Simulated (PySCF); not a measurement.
Which level of theory gave which numbers?

C5H7F.
Z-matrix (Å and degrees, PBE0-D3(BJ)/def2-SVP geometry), rows numbered from 1:
```
F 
C   1  1.3471
C   2  1.5121  1  122.22
C   3  1.5556  2   88.30  1   144.03
C   2  1.5099  1  129.68  3   125.54
C   2  1.4808  1  121.18  3  -158.35
H   3  1.0990  2  111.16  1    31.49
H   3  1.1018  2  116.90  1   -94.82
H   4  1.1021  3  115.86  2   115.31
H   4  1.0988  3  112.70  2  -118.56
H   5  1.0923  2  130.59  6  -106.71
H   6  1.0975  2  122.00  5  -110.43
H   6  1.0932  2  113.29  5   105.34
```

The closed-shell ground state was solved 6 times with PySCF (density fitting, gas phase), always in the pcJ-1 basis (232 functions), with these functionals: B97-2, BHandHLYP, CAM-B3LYP, HF, LDA and PBE0.

```
row  total energy (Eh)  HOMO (eV)  LUMO (eV)  dipole (D)
  P          -292.0953      -6.22       0.63        1.43
  Q          -294.1993      -7.41       1.63        1.51
  R          -294.3559      -8.67       2.32        1.65
  S          -294.3894      -8.80       2.49        1.55
  T          -294.4324      -7.15       1.63        1.51
  U          -292.7708     -10.53       4.48        1.79
```

Problem. Which functional belongs to which row?

Solution. P = LDA, Q = PBE0, R = BHandHLYP, S = CAM-B3LYP, T = B97-2, U = HF. By rising HOMO–LUMO gap: LDA (LDA) 6.85 eV; B97-2 (global hybrid, 21 % exact exchange) 8.78 eV; PBE0 (global hybrid, 25 % exact exchange) 9.04 eV; BHandHLYP (global hybrid, 50 % exact exchange) 10.99 eV; CAM-B3LYP (range-separated hybrid) 11.29 eV; HF (all exact exchange) 15.01 eV. Total energies of different functionals aren't bounds to one another; each is stationary for its own functional.
